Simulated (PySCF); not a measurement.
XPS shifts beside NMR shieldings

C4H6F (charge +1).
Geometry (PBE0-D3(BJ)/def2-SVP, Å), atoms numbered from 1 in this order:
```xyz
11
C4H6F angstrom
C      2.0522    0.0395   -0.0558
C      0.7668   -0.3105   -0.3629
F      0.5153   -1.2047   -1.2877
C     -0.3192    0.2825    0.3028
C     -1.7036   -0.0292    0.0456
H      2.9009   -0.4163   -0.5779
H      2.2493    0.7848    0.7190
H     -0.0727    1.0243    1.0731
H     -2.1369   -0.4295    0.9901
H     -2.2762    0.9110   -0.0885
H     -1.8669   -0.7320   -0.7788
```

Binding energies: PySCF 2.14.0, delta-SCF UKS SCAN, pcX-2 on the ionised atom, pcseg-1 elsewhere, spin-free X2C. Shieldings: GIAO PBE0/pcSseg-1, non-relativistic, same geometry.

```
atom  C 1s (eV)
  C1     297.44
  C2     299.77
  C5     296.84
```

**Question.** What are the absolute isotropic shieldings of these atoms?

**Answer.** 
```tsv
atom	environment	C 1s (eV)	isotropic shielding (ppm)
C5	methyl carbon	296.84	145.4
C1	carbon bonded to C and 2 H	297.44	-11.0
C2	carbon bonded to 2 C and F	299.77	9.1
```

**Question.** Among the listed atoms, is the one with the highest binding energy also the least shielded?

**Answer.** No. The highest binding energy is at C2 (299.77 eV, shielding 9.1 ppm), the lowest shielding at C1 (-11.0 ppm, 297.44 eV).

By binding energy: C5 < C1 < C2. By shielding: C1 < C2 < C5.

The unrestricted hole states depart most from a pure doublet (⟨S²⟩ = 0.75; over 0.85 named) for C 1s of C1 (0.97), which makes this value less certain. The species carries charge +1, so core ionisation leaves charge +2. The structure is a single PBE0-D3(BJ)/def2-SVP conformer in the gas phase; no vibrational or solvent corrections.
